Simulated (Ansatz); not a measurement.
Reaction (SMILES): NB(F)F + 3 [H][H] (H2) -> B (BH3) + 2 F (HF) + N (NH3)

Quantity: energy of full hydrogenation (enthalpy at 298 K), in kcal/mol. Set-up: 6-31G* and kin with 6d, 5d where marked; 6-311+G** with 5d; no spin-orbit coupling; valence correlation only; LANL2DZ all-electron up to Ne; non-relativistic. CBS(X,Y): correlation extrapolated as X^-3; Hartree-Fock from the larger set. The bracket is a focal-point correction in the basis named. First-principles rows: single points at B3LYP-D3(BJ) geometries (Ansatz, an electronic-structure program), with unscaled harmonic terms from B3LYP/6-31G* (Ansatz) at its own minima.

Coupled cluster (Ansatz) is a level with limits of its own, used here on species with T1 under 0.025 (0.045 for open shells) and stable references: RI-MP2/CBS(aug-cc-pVTZ,aug-cc-pVQZ)+[CCSD(T)-MP2]/aug-cc-pVTZ.

Value to compare with, RI-MP2/CBS(aug-cc-pVTZ,aug-cc-pVQZ)+[CCSD(T)-MP2]/aug-cc-pVTZ (Ansatz): 93.0 kcal/mol.

```
level          program  energy of full hydrogenation (enthalpy at 298 K) (kcal/mol)  difference
-------------  -------  -----------------------------------------------------------  ----------
MP2/STO-3G      Ansatz                                                        153.3        60.3
MP2/3-21G       Ansatz                                                        154.7        61.7
MP2/LANL2DZ     Ansatz                                                         98.4         5.4
MP2/6-31G*      Ansatz                                                        119.4        26.4
MP2/6-311+G**   Ansatz                                                         88.8        -4.2
```

Among the 5 habitual levels, MP2/3-21G lies farthest from RI-MP2/CBS(aug-cc-pVTZ,aug-cc-pVQZ)+[CCSD(T)-MP2]/aug-cc-pVTZ (Ansatz) (61.7 kcal/mol) and MP2/6-311+G** nearest (-4.2); 4 of 5 lie above it, and their mean absolute difference is 31.6 kcal/mol, the median 26.4. One case shows no general order.

The sets are all those run for this method; left out are runs that failed, that the program found above a lower state of the same kind, or whose <S^2> lies over 0.5 above the pure value.
